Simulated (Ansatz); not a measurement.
Input file:

```yaml
crystal:
  periodic: [false, false, false]
  atoms:
    - {symbol: Ge, position_ang: [0.000000, -0.042164, 1.069525]}
    - {symbol: Si, position_ang: [0.000000, 0.088185, -1.349461]}
    - {symbol: N, position_ang: [0.000000, -0.069735, -2.915733]}
    - {symbol: H, position_ang: [0.000000, 1.550544, 1.041546]}
basis:
  gaussian: {orbitals: cc-pVDZ}
total_charge: 1
magnetization: {spin_polarized: false, initial_magnetization: 1}
correlation: {active_space: {ras: {orbitals: [6, 1, 37], electrons: 13, max_holes: 2, max_particles: 2}, fixed_orbitals: true}}
accuracy: high
output: {forces: true}
```

```sh
$ ansatz run in.yaml --threads 1 --pin off --events-out ev --progress --plain --max-ram 2393MiB
```

Log:

```
1307 factors; integrals over basis functions are off by at most 4.4e-9 eV
mean field evaluation 1: about -65797.0809 eV, gradient 7.9e1 eV
mean field evaluation 2: about -65797.0955 eV, gradient 7.9e1 eV
mean field evaluation 4: about -65810.5915 eV, gradient 3.8e1 eV
mean field evaluation 8: about -65820.6258 eV, gradient 1.1e0 eV
mean field evaluation 16: about -65820.6379 eV, gradient 2.4e-2 eV
mean field evaluation 32: about -65820.6379 eV, gradient 2.3e-7 eV
mean field evaluation 64: about -65817.4740 eV, gradient 1.1e-1 eV
mean field evaluation 96: about -65814.5952 eV, gradient 1.6e-4 eV
mean field evaluation 128: about -65817.5757 eV, gradient 6.7e0 eV
mean field evaluation 160: about -65820.8099 eV, gradient 5.0e-1 eV
mean field evaluation 192: about -65820.7971 eV, gradient 1.4e0 eV
mean field evaluation 224: about -65820.8160 eV, gradient 1.8e-1 eV
mean field -65820.82096567 eV, -2418.8705555335 hartree, gradient 3.8e-8 eV, S^2 0.750000; 15 other end points of the search recorded, 0 dependent functions left out
reference -65820.82096567 eV, -2418.8705555335 hartree; 27, 26 occupied and 37, 38 virtual orbitals, 1307 factors
state -65828.51724420 eV, -2419.1533885527 hartree
the calculation of the forces begins
Total energy: -65828.51724420 eV, -2419.1533885527 hartree
Atom 0 at     0.000000    -0.042164     1.069525 Å, force     0.000000    -0.008222     1.413027 eV/Å
Atom 1 at     0.000000     0.088185    -1.349461 Å, force    -0.000000     0.538974     2.217013 eV/Å
Atom 2 at     0.000000    -0.069735    -2.915733 Å, force     0.000000    -0.369749    -3.497476 eV/Å
Atom 3 at     0.000000     1.550544     1.041546 Å, force     0.000000    -0.161003    -0.132563 eV/Å
Dipole moment:    -0.000000     0.119016     0.406588 e Å
```

Forces (eV/Å):
```
Ge   0.000 -0.008  1.413
Si   0.000  0.539  2.217
N    0.000 -0.370 -3.497
H    0.000 -0.161 -0.133
```

Ran on 1 thread of Arm Neoverse V2, shared host: 20 s wall, 0.26 GiB peak host memory.
